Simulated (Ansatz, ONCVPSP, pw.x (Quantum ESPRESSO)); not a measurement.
lithium: one change to the ONCV potential, in the atom and in the fcc crystal

Li, optimised norm-conserving Vanderbilt (ONCV), made with ONCVPSP 4.0.1.1 (patched build) (LDA (Perdew-Wang 92), scalar-relativistic). Core [He], reference 2s0.75 2p0.25. Waves: 2s: rc 2.60 bohr, ncon 4, nbas 9, qcut 3.1 1/bohr, local; 2p: rc 4.00 bohr, ncon 3, nbas 7, qcut 2.4 1/bohr, 2 projectors, debl 1 Ha. Local part: the s channel. Core correction: Teter function fitted to the true core (icmod 2), fcfact 0.2.

Change: p: qcut 2.6.

Cutoffs, loose and tight: the cutoffs (Ha) at which the residual kinetic energy of the hardest occupied pseudo-wave falls to 1 and 0.1 mHa per electron. They do not see the model core or the augmentation charge, which bear on the density cutoff. Test errors are all-electron minus pseudo excitation energies from the reference, over the configurations 2s1 2p0; 2s0.5 2p0; 2s0 2p1; variants that change the core or the reference have their own tests.

Crystal test: fcc Li in pw.x 7.5, no spin, 13³ k-points, Fermi–Dirac smearing 0.01 Ry, cutoffs set for each file from its atomic test. The reference is all-electron LAPW (Ansatz 0.2.0) with the same functional, mesh and smearing; V0 and B0 come from Birch–Murnaghan fits to the pressures at five volumes. Errors are pseudo minus all-electron; Δ is the rms difference of the E(V) curves that follow from these fits, minima aligned, over ±6 % about the mean V0. Mesh and smearing are coarse, so the numbers serve the comparison and aren't converged zero-temperature values; the lattice is a test structure that the element need not adopt.

All-electron: a0 = 4.237 Å (V0 = 19.01 Å³/atom), B0 = 14.9 GPa.

**Question.** Does the change bring the crystal closer to the all-electron result?

**Answer.** The mean pressure error goes from -1.36 to -1.11 GPa, so the change moves the solid closer to the all-electron pressures. Neither pressure curve crosses zero within the volumes sampled, so no fits are given.

```
                       quantity       base    changed
                 outcome (atom)  generated  generated
           cutoff, loose (atom)     2.3 Ha     2.3 Ha
           cutoff, tight (atom)     3.6 Ha     3.6 Ha
            bound ghosts (atom)       none       none
largest test error (meV) (atom)       -3.9       -3.3
           cutoffs in pw.x (Ry)     50/200     50/200
      mean pressure error (GPa)      -1.36      -1.11
```

Base: The largest radius (4.00 bohr) exceeds half the bond length (2.83 bohr), so the spheres overlap, which is one possible source of error among others. This is a poor potential for the solid. The atomic tests give no hint of an error of this size, and its cause was not traced. Changed file: The largest radius (4.00 bohr) exceeds half the bond length (2.83 bohr), so the spheres overlap, which is one possible source of error among others. This is a poor potential for the solid.
